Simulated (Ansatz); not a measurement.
Reactions of C2H4OS (`SC1CO1`).

Gas-phase electronic energies from Ansatz, PBE0-D4/def2-TZVP geometries. CCSD(T)/CBS adds triple-zeta CCSD(T) − MP2 to the extrapolated MP2 energy (def2 sets, frozen cores). This one scheme is used for every species, atoms too. Functionals use def2-TZVPP. No spin–orbit coupling; open shells (•) take unrestricted orbitals. Spin–orbit coupling would lower the free atoms: a little for C, O, S. Each species was taken in one conformer, which may not be the lowest.

```json
{"reaction": "`SC1CO1` + CH₃OH → `COC1CO1` + H₂S", "ωB97M-V (eV)": "-0.13", "CCSD(T)/CBS(def2) (eV)": "-0.08"}
{"reaction": "`SC1CO1` → 2 C• + 4 H• + O• + S•", "ωB97M-V (eV)": "30.97", "CCSD(T)/CBS(def2) (eV)": "30.76"}
{"reaction": "`SC1CO1` + `CF` → `FCC1CO1` + H₂S", "ωB97M-V (eV)": "-0.28", "CCSD(T)/CBS(def2) (eV)": "-0.27"}
{"reaction": "`SC1CO1` → `CC(O)=S`", "ωB97M-V (eV)": "-1.48", "CCSD(T)/CBS(def2) (eV)": "-1.51"}
{"reaction": "`SC1CO1` → `OCC=S`", "ωB97M-V (eV)": "-0.59", "CCSD(T)/CBS(def2) (eV)": "-0.67"}
```

Largest T1 diagnostic: 0.017, for `CC(O)=S`.
